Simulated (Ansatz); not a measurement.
FNO2 (`O=[N+]([O-])F`), 4 atoms. Charge 0, multiplicity 1. All runs use 4 threads of an Intel Xeon Platinum 8259CL on a shared host. Correlated methods freeze the cores. Open-shell runs search over several starts.

Question: Give the basis size and wall time and peak host memory of each of these runs in Ansatz. UKS ωB97X-V/def2-TZVPP energy of the cation; RKS PBE0-D4/def2-TZVP relaxation (5 steps); RHF-CCSD(T)/def2-SVP energy; UKS B3LYP-D4/def2-TZVPP energy of the cation; direct RPA on PBE orbitals/def2-TZVPP energy; RHF-CCSD(T)/cc-pV(D+d)Z energy; RKS ωB97M-V/def2-QZVPP energy; RHF-CCSD(T)/cc-pV(Q+d)Z energy; RKS r2SCANh-D4/def2-TZVPP energy; UKS B2PLYP (frozen core)/def2-TZVPP energy of the cation; RKS PBE0-D4/def2-TZVP frequencies; RHF-CCSD(T)/cc-pV(T+d)Z energy. (An estimate is asked.)

Answer: Ansatz gave: Other jobs shared the machine, so times are rough.

```
                                level                   job  functions  wall time  peak host memory (GiB)
              RHF-CCSD(T)/cc-pV(D+d)Z                energy         56      0.5 s                    0.14
                 RHF-CCSD(T)/def2-SVP                energy         56      0.5 s                    0.14
direct RPA on PBE orbitals/def2-TZVPP                energy        124        1 s                     0.2
            RKS r2SCANh-D4/def2-TZVPP                energy        124      1.1 s                     0.2
              UKS B3LYP-D4/def2-TZVPP  energy of the cation        124      2.2 s                    0.23
              RHF-CCSD(T)/cc-pV(T+d)Z                energy        120      2.8 s                    0.48
               RKS ωB97M-V/def2-QZVPP                energy        228      2.9 s                     0.5
  UKS B2PLYP (frozen core)/def2-TZVPP  energy of the cation        124        8 s                    0.27
                RKS PBE0-D4/def2-TZVP           frequencies        124      8.5 s                     0.2
                RKS PBE0-D4/def2-TZVP  relaxation (5 steps)        124      8.5 s                     0.2
               UKS ωB97X-V/def2-TZVPP  energy of the cation        124        9 s                    0.38
              RHF-CCSD(T)/cc-pV(Q+d)Z                energy        220       18 s                     2.5
```

B3LYP here is the variant with VWN-RPA as its local correlation; programs differ in this.
